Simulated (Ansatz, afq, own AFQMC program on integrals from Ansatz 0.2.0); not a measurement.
# AFQMC, coupled cluster and functionals along a coordinate of AlO⁺, triplet

```yaml
atoms:
  - { symbol: Al, position_ang: [0.0000, 0.0000, 0.0000] }
  - { symbol: O, position_ang: [0.0000, 0.0000, 1.7329] }
```

The Al1–O2 distance is changed with both sides rigid. Energies in mEh count from this geometry (1.733 Å) at the same level; the start stands on UHF, each point on the determinant named.

Basis 6-31G. Noble-gas cores (and the filled d shells of Ga–Kr and In–Xe) are frozen. Integrals, coupled cluster, full CI and functionals: Ansatz 0.2.0; the random walks run on the same integrals in our own AFQMC program. The CISD trial takes its coefficients from CCSD amplitudes. Released means that phaseless walkers are propagated on without the constraint, phases kept. ± is one standard error of the sampling.

Cautions, each for one point or more: lower spins were not checked; raised T1 diagnostic; unrestricted determinant spin contaminated.

```tsv
r(Al1–O2) / Å	det.	T1	weight	⟨S²⟩	CCSD	PBE0	CCSD(T)
1.418	UHF	0.025	0.95	2.00	123.8	118.0	124.7
2.081	UHF	0.044	0.88	2.10	-9.7	-0.6	-8.1
2.831	UHF†	0.009	0.92	2.01	-20.3	6.5	-17.7
3.877	UHF†	0.007	0.92	2.00	-18.9	12.6	-16.1
5.943	UHF†	0.005	0.92	2.00	-15.2	17.4	-12.3
```

**Question.** Estimate the curve of full CI, counted from the same start.

**Answer.** 
```json
{"r(Al1–O2) / Å": "1.418", "det.": "UHF", "T1": "0.025", "weight": "0.95", "⟨S²⟩": "2.00", "FCI": "125.1", "ph-AFQMC/CISD": "124.7 ± 0.1", "released AFQMC": "124.9 ± 0.2", "CCSDT(Q)": "125.2"}
{"r(Al1–O2) / Å": "2.081", "det.": "UHF", "T1": "0.044", "weight": "0.88", "⟨S²⟩": "2.10", "FCI": "-8.0", "ph-AFQMC/CISD": "-8.0 ± 0.2", "released AFQMC": "–", "CCSDT(Q)": "-7.8"}
{"r(Al1–O2) / Å": "2.831", "det.": "UHF†", "T1": "0.009", "weight": "0.92", "⟨S²⟩": "2.01", "FCI": "-16.8", "ph-AFQMC/CISD": "-17.3 ± 0.1", "released AFQMC": "-16.9 ± 0.1", "CCSDT(Q)": "-16.6"}
{"r(Al1–O2) / Å": "3.877", "det.": "UHF†", "T1": "0.007", "weight": "0.92", "⟨S²⟩": "2.00", "FCI": "-15.1", "ph-AFQMC/CISD": "-15.7 ± 0.1", "released AFQMC": "-15.4 ± 0.2", "CCSDT(Q)": "-15.0"}
{"r(Al1–O2) / Å": "5.943", "det.": "UHF†", "T1": "0.005", "weight": "0.92", "⟨S²⟩": "2.00", "FCI": "-11.3", "ph-AFQMC/CISD": "-12.0 ± 0.1", "released AFQMC": "-11.4 ± 0.1", "CCSDT(Q)": "-11.1"}
```

Weight is that of the determinant in the CISD state; at the start T1 is 0.031 and the weight 0.93, and ⟨S²⟩ is 2.03. A dagger marks points whose determinant fills other symmetries than the start's, so the wave-function levels may follow another state there, or a degenerate partner. A dash marks a missing value, a released energy that hasn't settled or a functional that sits on another state. Largest departures from full CI: CCSD(T) -1.0 mEh at 5.943 (on UHF), ph-AFQMC/CISD -0.7 mEh at 5.943 (on UHF), released AFQMC -0.3 mEh at 1.418 (on UHF) (within the noise), CCSDT(Q) 0.2 mEh at 5.943 (on UHF), CCSD -3.9 mEh at 5.943 (on UHF), PBE0 7.4 mEh at 2.081. Functionals count only at points shown to share the start's state and spin. In this small basis the wave-function levels are far from their limit, so their gap to the functionals isn't the functionals' error. In total energy ph-AFQMC/CISD lies 19 ± 3 meV above full CI at the start, so its agreement along the curve rests in part on cancellation.

CCSDT and higher add their correlation energy to the determinant of the CCSD(T) run, since their own runs factorise the integrals more tightly (a shift of under 2 meV). A walk keeps the symmetry of its determinant, which the program's search chose and which needn't be the lowest solution, so a lower state of the same spin and another symmetry isn't excluded. Released energies are given only where the last usable release times agree within the noise; a slower fall can still hide under it.
